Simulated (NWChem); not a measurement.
**SO (sulfur oxide): UPBE/6-311+G(d,p)**

What is the vertical ionisation energy of SO (sulfur oxide) at UPBE/6-311+G**? 

Program for the calculation: NWChem 7.3.0.

2 further runs of the same task are left out: 2 set aside as unsound or not needed.

## 1. The system as given

The species is SO (2 atoms), meant as a triplet with charge 0. As SMILES, `O=S`. The bond length is the measured one.

Bond lengths: O1–S2 1.481 Å.

## 2. The energy at UPBE/6-311+G(d,p)

Input file input.nw:

```
START input
TITLE "OS"
memory total 2200 mb
GEOMETRY units angstrom noautosym nocenter noautoz
 O     0.000000    0.000000    0.000000
 S     0.000000    0.000000    1.481087
END
BASIS spherical bse
 O library 6-311+G**
 S library 6-311+G**
END
DFT
 xc xpbe96 cpbe96
 mult 3
 grid lebedev 50 8
 convergence energy 1e-08
 maxiter 100
 mulliken
 print low
END
TASK dft energy
```

Run with:

```sh
$ nwchem input.nw > input.out
```

The log of the run:

```text
[...]
 d= 0,ls=0.0,diis     1   -473.0754616154 -5.19D+02  1.23D-02  3.11D-01     0.2
[...]
 d= 0,ls=0.0,diis    10   -473.1479979268 -5.35D-09  1.07D-06  5.92D-09     1.1
[...]
         Total DFT energy =     -473.147997926842
      One electron energy =     -743.605628205704
           Coulomb energy =      258.715390011299
    Exchange-Corr. energy =      -33.990851625055
 Nuclear repulsion energy =       45.733091892618
[...]
      Total Density - Mulliken Population Analysis
     ---------------------------------------------
    Atom       Charge   Shell Charges
 -----------   ------   -------------------------------------------------------
    1 O    8     8.19   1.09  0.91  0.94  1.06  1.97  0.88  1.40 -0.06  0.00  0.01
    2 S   16    15.81   0.78  1.19  0.93  1.06  1.16  0.89  1.86  4.01  1.03  2.22  0.52  0.04 -0.02  0.13
[...]
      <S2> =      2.0032 (Exact =     2.0000)
[...]
```

Run time: 1.6 s. Hardware: 1 thread of AMD EPYC 9R45 (Zen 5), shared host; peak memory 0.11 GiB.

## 3. The doublet cation

Input file job.xyz:

```xyz
2

O      0.000000     0.000000     0.000000
S      0.000000     0.000000     1.481087
```

Input file job.nw:

```
START job
memory stack 880 mb heap 220 mb global 1100 mb
charge 1
GEOMETRY units angstroms noautosym nocenter noautoz
 load format xyz job.xyz
END
BASIS spherical bse
 * library 6-311+G**
END
DFT
 xc xpbe96 cpbe96
 mult 2
 grid lebedev 50 8
 convergence energy 1e-08
 maxiter 100
 mulliken
 print low
END
TASK dft energy
```

Run with:

```sh
$ nwchem job.nw > job.out
```

The log of the run:

```text
[...]
 d= 0,ls=0.0,diis     1   -472.6295728600 -5.18D+02  2.42D-02  9.55D-01     0.2
[...]
 d= 0,ls=0.5,diis    24   -472.7643510488 -9.89D-09  1.21D-07  1.19D-08     2.4
[...]
         Total DFT energy =     -472.764351053805
      One electron energy =     -734.873691328994
           Coulomb energy =      249.987463659805
    Exchange-Corr. energy =      -33.611215277233
 Nuclear repulsion energy =       45.733091892618
[...]
      Total Density - Mulliken Population Analysis
     ---------------------------------------------
    Atom       Charge   Shell Charges
 -----------   ------   -------------------------------------------------------
    1 O    8     7.86   1.09  0.91  0.91  1.11  1.91  0.86  1.22 -0.10 -0.06  0.02
    2 S   16    15.14   0.78  1.19  0.94  1.05  1.27  0.82  1.85  4.02  0.98  1.92  0.18  0.03 -0.00  0.13
[...]
      <S2> =      0.7515 (Exact =     0.7500)
[...]
```

Wall time 3.3 s (1 thread of AMD EPYC 9R45 (Zen 5), shared host); peak memory 0.11 GiB.

## 4. Outcome

Level: UPBE/6-311+G**.

| quantity | value |
| --- | --- |
| triplet SO: total energy | -473.14800 Eh |
| triplet SO: ⟨S²⟩ | 2.003 |
| doublet cation: total energy | -472.76435 Eh |
| doublet cation: ⟨S²⟩ | 0.751 |
| vertical ionisation energy (to the doublet cation) | 10.440 eV |

What this shows: The vertical ionisation energy comes to 10.44 eV (241 kcal/mol).
